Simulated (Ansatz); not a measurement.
The same path of BClFH + H2 (6 atoms, charge 0, multiplicity 1) was run twice with different band settings. Lost on the way: B1–F2, H5–H6. Made: B1–H5, F2–H6.

These are results of Ansatz, RKS r2SCAN/def2-SVP, not measurements.

Relaxed end points:

```xyz
6
Properties=species:S:1:pos:R:3
B 0.014 -0.487 -0.029
F 0.037 -0.898 1.221
Cl 1.516 -0.449 -0.933
H -1.022 -0.158 -0.540
H 0.472 2.351 0.789
H 0.131 2.106 1.421
```

```xyz
6
Properties=species:S:1:pos:R:3
B -0.055 0.597 -0.267
F -0.074 0.336 1.729
Cl 1.598 -0.088 -0.486
H -0.972 -0.136 -0.516
H -0.135 1.794 -0.255
H 0.787 -0.038 1.725
```

Common settings: movable images 5; climbing image yes; spring 5.0 eV/Å²; optimiser quadratic models (default); start path through a guess of the saddle point; iteration limit 60; end points relaxed.

| run | force threshold |
| --- | --- |
| 1 | 0.03 eV/Å |
| 2 | 0.2 eV/Å |

**Question.** What does each run give, and how far can it be trusted?

**Answer.** Run 1: converged after 14 iterations, highest image 1.823 eV above the first end. Neighbouring images differ by up to 1.3 eV, so the band resolves the path poorly. A vibrational analysis at the climbing image gives one clearly imaginary mode, 1023i cm⁻¹: a first-order saddle point.
Run 2: converged after 10 iterations, highest image 1.823 eV above the first end. The threshold of 0.2 eV/Å is loose, so the images may lie well off the minimum-energy path. Neighbouring images differ by up to 1.3 eV, so the band resolves the path poorly. Another band between the same ends (5 images) ends at a top of the same energy, where a vibrational analysis finds 1 clearly imaginary mode.
The orbitals stay closed-shell, which can raise the energy where a bond breaks towards radicals; this wasn't checked here.
